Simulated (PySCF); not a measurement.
Stepwise substitution at one centre (Si Cl-H). Gas-phase values, no solvent. Strings in code marks are SMILES.

Calculation: TPSSh-D3(BJ)/def2-TZVP // CAM-B3LYP-D3(BJ)/def2-TZVP run with PySCF. All candidates: neutral, multiplicity 1. Excitations are Tamm–Dancoff values on a coarser integration grid. The basis has no diffuse functions, so Rydberg states are missing or too high.

```json
{
  "HOMO": "-8.35 eV",
  "HOMO–LUMO gap": "7.97 eV",
  "S1 excitation (TDA)": "7.37 eV"
}
```

### Question
Identify which member has these values.
(A) `Cl[SiH](Cl)Cl`
(B) `Cl[Si](Cl)(Cl)Cl`
(C) `Cl[SiH2]Cl`
(D) `[SiH3]Cl`

### Answer
D, `[SiH3]Cl`. The others give `Cl[SiH](Cl)Cl`: -8.65 eV, 8.19 eV, 7.67 eV; `Cl[SiH2]Cl`: -8.45 eV, 8.15 eV, 7.53 eV; `Cl[Si](Cl)(Cl)Cl`: -8.79 eV, 7.82 eV, 7.31 eV
